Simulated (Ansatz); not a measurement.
Task: a ladder of methods at one geometry of CH4N2, SMILES N=CN, with the Ansatz DFT code, driven from Python. Give the script and its output. Level of theory (for the species named): MP2, cc-pVDZ basis, multiplicity 1. The script varies method: mp2, ccsd, ccsd_t.

```json
{"atom": "N", "x (Å)": "-0.8775", "y (Å)": "-0.8677", "z (Å)": "-0.5594"}
{"atom": "C", "x (Å)": "-0.2093", "y (Å)": "0.1753", "z (Å)": "-0.2219"}
{"atom": "N", "x (Å)": "0.9487", "y (Å)": "0.0349", "z (Å)": "0.3892"}
{"atom": "H", "x (Å)": "-1.7024", "y (Å)": "-0.4769", "z (Å)": "-1.0408"}
{"atom": "H", "x (Å)": "-0.4978", "y (Å)": "1.2184", "z (Å)": "-0.4226"}
{"atom": "H", "x (Å)": "1.2390", "y (Å)": "0.7607", "z (Å)": "1.0739"}
{"atom": "H", "x (Å)": "1.1605", "y (Å)": "-0.9128", "z (Å)": "0.7359"}
```

Script `methods_ch4n2.py`:
```python
# -*- coding: utf-8 -*-
"""One geometry of CH4N2, method by method."""

import ansatz as az

BASIS_SET = "cc-pVDZ"

geometry_ang = [
    ("N", (-0.8775, -0.8677, -0.5594)),
    ("C", (-0.2093, 0.1753, -0.2219)),
    ("N", (0.9487, 0.0349, 0.3892)),
    ("H", (-1.7024, -0.4769, -1.0408)),
    ("H", (-0.4978, 1.2184, -0.4226)),
    ("H", (1.239, 0.7607, 1.0739)),
    ("H", (1.1605, -0.9128, 0.7359)),
]
molecule = az.Crystal.molecule()
for symbol, xyz in geometry_ang:
    molecule = molecule.atom(symbol, xyz)

calculation = molecule.calculation().basis(gaussian=BASIS_SET)

methods = ["mp2", "ccsd", "ccsd_t"]
reports = [calculation.correlation(m).run(threads=1, backend="cpu").report for m in methods]
print(f"Hartree-Fock reference {reports[0]['reference_energy_ev'] / 27.211386246:.6f} Ha")
best = reports[-1]["free_energy_ev"] - reports[-1]["reference_energy_ev"]
for method, each in zip(methods, reports):
    gained = each["free_energy_ev"] - each["reference_energy_ev"]
    print(f"{method:8s} total {each['free_energy_ev'] / 27.211386246:.6f} Ha  correlation {gained:9.4f} eV  ({100 * gained / best:.1f} % of the last)")
```

```console
$ python methods_ch4n2.py
Hartree-Fock reference -149.086651 Ha
mp2      total -149.557590 Ha  correlation  -12.8149 eV  (91.9 % of the last)
ccsd     total -149.583228 Ha  correlation  -13.5125 eV  (96.9 % of the last)
ccsd_t   total -149.599266 Ha  correlation  -13.9490 eV  (100.0 % of the last)
```

Reading the output:
- Total energies depend on the basis set; only differences at equal settings carry meaning.
- The geometry is a force-field or estimated start, not a minimum of this method, and the basis set is short of its limit. A lower total doesn't mark the better method: functionals have no common bound, and MP2 and coupled cluster aren't variational.
- Inner cores stay frozen, so this is valence correlation.
- It ran for 3.7 s on 1 thread of Arm Neoverse V1 (shared host), peak memory 0.21 GiB.
